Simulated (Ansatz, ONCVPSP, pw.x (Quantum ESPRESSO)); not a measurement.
gallium: one change to the ONCV potential, in the atom and in the diamond crystal

```json
{
  "Element": "Ga",
  "Generator": "ONCVPSP 4.0.1.1 (patched build)",
  "Type": "optimised norm-conserving Vanderbilt (ONCV)",
  "Functional": "PBEsol",
  "Relativity": "scalar-relativistic",
  "Frozen core": "[Ar] 3d10",
  "Valence charge": "3",
  "Reference configuration": "4s2 4p1",
  "Partial waves": "4s: rc 2.05 bohr, ncon 3, nbas 7, qcut 2.7 1/bohr, 2 projectors, debl 0.3 Ha; 4p: rc 2.70 bohr, ncon 4, nbas 8, qcut 3 1/bohr, 2 projectors, debl 2.2 Ha; d scattering state at 0.26 Ha: rc 2.30 bohr, ncon 4, nbas 7, qcut 4.6 1/bohr, 2 projectors, debl 3.7 Ha",
  "Local potential": "polynomial inside 1.55 bohr (lpopt 5, dvloc0 4 Ha)",
  "Core correction": "none"
}
```

In the s channel the program set the typed energies aside and used -0.329, 0.250 Ha.

Change: all radii scaled by about 0.83 (s 1.70, p 2.24, d 1.90 bohr); local potential polynomial inside 1.28 bohr (lpopt 5, dvloc0 4 Ha).

Cutoffs, loose and tight: the cutoffs (Ha) at which the residual kinetic energy of the hardest occupied pseudo-wave falls to 1 and 0.1 mHa per electron. They do not see the model core or the augmentation charge, which bear on the density cutoff. Test errors are all-electron minus pseudo excitation energies from the reference, over the configurations 4s2 4p0; 4s1 4p0; 4s2 4p0.5; 4s0 4p3; variants that change the core or the reference have their own tests.

Crystal test: diamond Ga in pw.x 7.5, no spin, 8³ k-points, Fermi–Dirac smearing 0.01 Ry, cutoffs set for each file from its atomic test. The reference is all-electron LAPW (Ansatz 0.2.0) with the same functional, mesh and smearing; V0 and B0 come from Birch–Murnaghan fits to the pressures at five volumes. Errors are pseudo minus all-electron; Δ is the rms difference of the E(V) curves that follow from these fits, minima aligned, over ±6 % about the mean V0. Mesh and smearing are coarse, so the numbers serve the comparison and aren't converged zero-temperature values; the lattice is a test structure that the element need not adopt.

All-electron: a0 = 5.761 Å (V0 = 23.90 Å³/atom), B0 = 43.7 GPa.

Problem. Does the change bring the crystal closer to the all-electron result?

Solution. The mean pressure error goes from -0.25 to -0.52 GPa, so the change moves the solid further from the all-electron pressures.

| quantity | base | changed |
| --- | --- | --- |
| outcome (atom) | generated, projector energies reset by the program | generated, projector energies reset by the program |
| cutoff, loose (atom) | 17 Ha | 36 Ha |
| cutoff, tight (atom) | 36 Ha | 58 Ha |
| bound ghosts (atom) | none | none |
| largest test error (meV) (atom) | +44 | +66 |
| cutoffs in pw.x (Ry) | 85/340 | 135/540 |
| a0 (Å) | 5.750 | 5.738 |
| a0 error (%) | -0.19 | -0.41 |
| B0 error (%) | -3.0 | -2.3 |
| Δ (meV/atom) | 1.3 | 2.8 |
| mean pressure error (GPa) | -0.25 | -0.52 |

Base: The largest radius (2.70 bohr) exceeds half the bond length (2.36 bohr), so the spheres overlap, which is one possible source of error among others. The cutoffs count occupied waves only; projector 2 of the d channel, the hardest unoccupied one, needs 45 Ha at the loose tolerance.
